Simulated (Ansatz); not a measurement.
in.yaml

```yaml
crystal:
  periodic: [false, false, false]
  atoms:
    - {symbol: Al, position_ang: [0.000000, 1.003938, 1.483451]}
    - {symbol: P, position_ang: [0.000000, -1.182613, 0.896493]}
    - {symbol: Ga, position_ang: [0.000000, 0.110828, -0.971553]}
    - {symbol: H, position_ang: [0.000000, 1.800570, -0.053547]}
basis:
  gaussian: {orbitals: cc-pVDZ}
total_charge: 1
magnetization: {spin_polarized: true, initial_magnetization: 1}
hamiltonian: {xc: {name: PBE}}
correlation: {method: rpa, electrons: outside_noble_gas}
```

```sh
$ ansatz run in.yaml --threads 1 --pin off --events-out ev --progress --plain --max-ram 2393MiB
```

Output:

```
740 factors; integrals over basis functions are off by at most 1.0e-3 eV
mean field evaluation 1: about -68244.0924 eV, gradient 3.4e1 eV
mean field evaluation 2: about -68244.0886 eV, gradient 3.4e1 eV
mean field evaluation 4: about -68251.6261 eV, gradient 1.5e1 eV
mean field evaluation 8: about -68254.0749 eV, gradient 2.1e0 eV
mean field evaluation 16: about -68254.1445 eV, gradient 8.5e-3 eV
mean field evaluation 32: about -68248.7826 eV, gradient 1.5e1 eV
mean field evaluation 64: about -68254.1445 eV, gradient 1.1e-6 eV
mean field evaluation 96: about -68254.1072 eV, gradient 2.7e-1 eV
mean field evaluation 128: about -68254.1368 eV, gradient 1.9e-1 eV
mean field evaluation 160: about -68250.8490 eV, gradient 6.8e0 eV
mean field evaluation 192: about -68252.9734 eV, gradient 2.6e0 eV
mean field -68254.14450043 eV, -2508.2935460701 hartree, gradient 6.3e-6 eV, S^2 0.758982; 11 other end points of the search recorded, 0 dependent functions left out
24 core orbitals not correlated: weight in the atoms' cores, before any rotation towards them, 0.992 or more for the frozen orbitals, at most 0.008 for the correlated occupied ones
reference -68194.41214094 eV, -2506.0984223467 hartree; 6, 5 occupied and 38, 39 virtual orbitals, 740 factors
Total energy: -68205.12297436 eV, -2506.4920382149 hartree
```

Ran on 1 thread of Arm Neoverse V2, shared host: 30 s wall, 0.29 GiB peak host memory.
